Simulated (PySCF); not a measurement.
# Working out the electron affinity of Si

Si⁻ [Ne] 3s2 3p3 (4S) → Si [Ne] 3s2 3p2 (3P). Calculation: PySCF 2.14, in dyall-acv3z (19s12p6d4f, 113 functions); the non-relativistic Hamiltonian (point nucleus). Frozen: 1s2; the 18 highest virtual orbitals dropped. Energies in hartree (1 hartree = 27.21139 eV):

```csv
part,Si⁻ (lower),Si (upper)
UHF,-288.889825,-288.858670
MP2 opposite-spin,-0.270155,-0.262752
MP2 same-spin,-0.102767,-0.090645
```

**Question.** What does Hartree-Fock give?

**Answer.** (-288.858670) − (-288.889825) = 0.031155 hartree = 0.848 eV.

**Question.** What do MP2 and SCS-MP2 (6/5 opposite-spin, 1/3 same-spin) give?

**Answer.** The opposite-spin parts differ by 0.201 eV and the same-spin parts by 0.330 eV. MP2: 0.848 + (0.201) + (0.330) = 1.379 eV. SCS-MP2: 0.848 + 1.2 × (0.201) + (0.330)/3 = 1.199 eV.

A first-order spin-orbit estimate adds -0.016 eV to MP2 (valence and next inner shell), giving 1.363 eV against 1.390 eV (measured; photodetachment measurements, as compiled on the Wikipedia data page of electron affinities).

What remains against the reference includes basis incompleteness, the frozen core and correlation beyond second order.
